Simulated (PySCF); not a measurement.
Working with the constants of PN

RHF-CCSD(T) constants of PN, ¹Σ⁺ (singlet), closed shell (basis P 6-31G(d,p), N 6-31G(d,p); no relativity; PySCF 2.14; masses 30.9738 and 14.0031 u):

| Quantity | Value |
| --- | --- |
| ωe | 1308.6 cm⁻¹ |
| ωexe | 6.82 cm⁻¹ |
| Be | 0.76324 cm⁻¹ |
| αe | 0.00533 cm⁻¹ |
| D (centrifugal) | 1.04e-06 cm⁻¹ |
| De to P + N | 5.23 eV |

(1) Give the vibrational terms G(v) and spacings up to v = 6.

(2) How well does the Morse estimate ωe²/(4ωexe) reproduce De, and what is D0?

Measured values (Huber and Herzberg, Constants of Diatomic Molecules (1979)): ωe = 1337.24 cm⁻¹, ωexe = 6.983 cm⁻¹, Be = 0.7864854 cm⁻¹, αe = 0.0055364 cm⁻¹.

Correlated steps freeze 6 core orbitals. Correlated levels converge slowly with the basis: in double zeta they bind strong bonds too weakly, by up to about 1 eV, and carry superposition errors of some tenths. Where the molecule has an RHF reference, its open-shell atoms are computed with UHF.

Answers

(1) G(v) = ωe(v+½) − ωexe(v+½)².

```csv
v,G(v) (cm⁻¹),G(v) − G(v−1),Bv (cm⁻¹)
0,652.6,,0.7606
1,1947.6,1295.0,0.7552
2,3228.9,1281.3,0.7499
3,4496.6,1267.7,0.7446
4,5750.6,1254.0,0.7393
5,6991.0,1240.4,0.7339
6,8217.8,1226.8,0.7286
```

(2) It gives 7.78 eV, 149 % of the computed De. D0 = De − G(0) = 5.23 − 0.08 = 5.15 eV.
